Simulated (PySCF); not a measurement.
Compound: C3H8FO (charge +1).
Atom-mapped SMILES: `[CH3:1][O+:2]([CH3:3])[CH2:4][F:5]` (hydrogens: H6, H7, H8 on C1; H9, H10, H11 on C3; H12, H13 on C4)

The same species was optimised twice, with GFN2-xTB and with PBE0-D3(BJ)/def2-SVP (PySCF), and the same property calculations (PySCF, gas phase) were run on both structures.

```json
{"coordinate": "O2–C4 (Å)", "GFN2-xTB": "1.437", "PBE0-D3(BJ)/def2-SVP": "1.459", "change": "+0.022"}
{"coordinate": "C4–F5 (Å)", "GFN2-xTB": "1.340", "PBE0-D3(BJ)/def2-SVP": "1.323", "change": "-0.017"}
{"coordinate": "C1–O2 (Å)", "GFN2-xTB": "1.456", "PBE0-D3(BJ)/def2-SVP": "1.471", "change": "+0.015"}
{"coordinate": "O2–C3 (Å)", "GFN2-xTB": "1.455", "PBE0-D3(BJ)/def2-SVP": "1.470", "change": "+0.015"}
{"coordinate": "C1–H6 (Å)", "GFN2-xTB": "1.089", "PBE0-D3(BJ)/def2-SVP": "1.095", "change": "+0.006"}
{"coordinate": "C3–H9 (Å)", "GFN2-xTB": "1.092", "PBE0-D3(BJ)/def2-SVP": "1.097", "change": "+0.005"}
{"coordinate": "C3–H10 (Å)", "GFN2-xTB": "1.089", "PBE0-D3(BJ)/def2-SVP": "1.095", "change": "+0.006"}
{"coordinate": "C1–H8 (Å)", "GFN2-xTB": "1.092", "PBE0-D3(BJ)/def2-SVP": "1.097", "change": "+0.005"}
{"coordinate": "C3–H11 (Å)", "GFN2-xTB": "1.090", "PBE0-D3(BJ)/def2-SVP": "1.095", "change": "+0.005"}
{"coordinate": "C1–H7 (Å)", "GFN2-xTB": "1.090", "PBE0-D3(BJ)/def2-SVP": "1.095", "change": "+0.005"}
{"coordinate": "C4–H13 (Å)", "GFN2-xTB": "1.097", "PBE0-D3(BJ)/def2-SVP": "1.099", "change": "+0.002"}
{"coordinate": "C4–H12 (Å)", "GFN2-xTB": "1.098", "PBE0-D3(BJ)/def2-SVP": "1.099", "change": "+0.001"}
{"coordinate": "C1–O2–C4 (°)", "GFN2-xTB": "111.7", "PBE0-D3(BJ)/def2-SVP": "115.3", "change": "+3.6"}
{"coordinate": "O2–C4–H13 (°)", "GFN2-xTB": "109.1", "PBE0-D3(BJ)/def2-SVP": "105.5", "change": "-3.6"}
{"coordinate": "C1–O2–C3 (°)", "GFN2-xTB": "111.5", "PBE0-D3(BJ)/def2-SVP": "115.0", "change": "+3.5"}
{"coordinate": "O2–C4–H12 (°)", "GFN2-xTB": "108.9", "PBE0-D3(BJ)/def2-SVP": "105.5", "change": "-3.4"}
{"coordinate": "C3–O2–C4 (°)", "GFN2-xTB": "112.1", "PBE0-D3(BJ)/def2-SVP": "115.4", "change": "+3.3"}
{"coordinate": "F5–C4–H13 (°)", "GFN2-xTB": "109.1", "PBE0-D3(BJ)/def2-SVP": "112.0", "change": "+2.9"}
{"coordinate": "F5–C4–H12 (°)", "GFN2-xTB": "109.1", "PBE0-D3(BJ)/def2-SVP": "112.0", "change": "+2.9"}
{"coordinate": "O2–C3–H9 (°)", "GFN2-xTB": "111.3", "PBE0-D3(BJ)/def2-SVP": "108.9", "change": "-2.4"}
{"coordinate": "C1–O2–C4–F5 (°)", "GFN2-xTB": "-63", "PBE0-D3(BJ)/def2-SVP": "-69", "change": "-6"}
```

Rotational constants: A = 6958, B = 4421, C = 3516 MHz (GFN2-xTB) against A = 6902, B = 4205, C = 3286 MHz (PBE0-D3(BJ)/def2-SVP). Point groups within 0.08 Å: Cs and Cs. Atoms that the bonding makes alike are paired by their places after alignment.

On the GFN2-xTB structure: isotropic polarisability (au) 39.5 [B3LYP/def2-SVPD]; HOMO (eV) -15.64 [B3LYP/def2-SVPD]; LUMO (eV) -4.76 [B3LYP/def2-SVPD]; HOMO (eV) -15.83 [PBE0/pcSseg-1]; LUMO (eV) -4.35 [PBE0/pcSseg-1]; GIAO shielding of C1/C3 (mean) (ppm) 111.3 [PBE0/pcSseg-1]; GIAO shielding of O2 (ppm) 269.3 [PBE0/pcSseg-1]; GIAO shielding of C4 (ppm) 70.7 [PBE0/pcSseg-1]; GIAO shielding of F5 (ppm) 352.1 [PBE0/pcSseg-1]; O1s of O2 (eV) 548.17 [delta-SCF UKS SCAN, pcX-2 on the ionised atom, pcseg-1 elsewhere, spin-free X2C]; C1s of C4 (eV) 301.15 [delta-SCF UKS SCAN, pcX-2 on the ionised atom, pcseg-1 elsewhere, spin-free X2C]; F1s of F5 (eV) 698.91 [delta-SCF UKS SCAN, pcX-2 on the ionised atom, pcseg-1 elsewhere, spin-free X2C].

**Question.** What do these properties become on the PBE0-D3(BJ)/def2-SVP structure?

**Answer.** 
```csv
property,level,on GFN2-xTB,on PBE0-D3(BJ)/def2-SVP,change
isotropic polarisability (au),B3LYP/def2-SVPD,39.5,40.2,+0.7
HOMO (eV),B3LYP/def2-SVPD,-15.64,-15.39,+0.25
LUMO (eV),B3LYP/def2-SVPD,-4.76,-4.93,-0.17
"energy, GFN2-xTB geometry as zero (kcal/mol)",B3LYP/def2-SVPD,0.0,-3.1,-3.1
HOMO (eV),PBE0/pcSseg-1,-15.83,-15.63,+0.20
LUMO (eV),PBE0/pcSseg-1,-4.35,-4.54,-0.19
"energy, GFN2-xTB geometry as zero (kcal/mol)",PBE0/pcSseg-1,0.0,-2.7,-2.7
GIAO shielding of C1/C3 (mean) (ppm),PBE0/pcSseg-1,111.3,107.3,-4.0
GIAO shielding of O2 (ppm),PBE0/pcSseg-1,269.3,262.8,-6.5
GIAO shielding of C4 (ppm),PBE0/pcSseg-1,70.7,67.1,-3.6
GIAO shielding of F5 (ppm),PBE0/pcSseg-1,352.1,345.0,-7.1
O1s of O2 (eV),"delta-SCF UKS SCAN, pcX-2 on the ionised atom, pcseg-1 elsewhere, spin-free X2C",548.17,547.60,-0.57
C1s of C4 (eV),"delta-SCF UKS SCAN, pcX-2 on the ionised atom, pcseg-1 elsewhere, spin-free X2C",301.15,301.14,-0.01
F1s of F5 (eV),"delta-SCF UKS SCAN, pcX-2 on the ionised atom, pcseg-1 elsewhere, spin-free X2C",698.91,699.02,+0.11
```

The heavy atoms differ by 0.069 Å rms after alignment. Among all bonds O2–C4 changes most (+0.022 Å). Changes are differences of the printed values. Neither structure is proved a minimum here. Geometry: PBE0-D3(BJ)/def2-SVP, one conformer, isolated ion.

Shape of the structure used: `[CH3:1][O+:2]([CH3:3])[CH2:4][F:5]`: C1–O2–C4–F5 -69°.
